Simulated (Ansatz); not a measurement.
`COC#N`. The species carries charge 0 and has multiplicity 1. The structure was optimised at the PBE0-D4/def2-TZVP level.

```xyz
7

C     0.402    0.340    0.661
O    -0.869   -0.073    0.117
C    -0.817   -0.571   -1.062
N    -0.805   -1.025   -2.124
H     1.070   -0.519    0.730
H     0.839    1.115    0.029
H     0.180    0.733    1.649
```

Q: What is the dipole moment at r2SCAN/def2-TZVPP? (Best estimate.)

A: Ansatz gave: 4.63 D, with components (1.84, 1.89, 3.80) D in this frame, pointing from negative to positive charge.

Q: And with PBE, B3LYP, ωB97M-V? (An estimate is asked.)

A: Computed: PBE 4.51 D, B3LYP 4.59 D, ωB97M-V 4.59 D.

Q: Give the Mulliken charges with r2SCAN, ωB97M-V, PBE in def2-TZVPP. (Best estimate.)

A: Ansatz gave: 
```tsv
atom	r2SCAN	ωB97M-V	PBE
C1	0.00	-0.18	-0.14
O2	-0.24	-0.24	-0.16
C3	0.12	0.09	-0.04
N4	-0.15	-0.12	-0.04
H5	0.09	0.15	0.13
H6	0.09	0.15	0.13
H7	0.09	0.14	0.13
```

B3LYP here is the variant with VWN-RPA as its local correlation; programs differ in this.
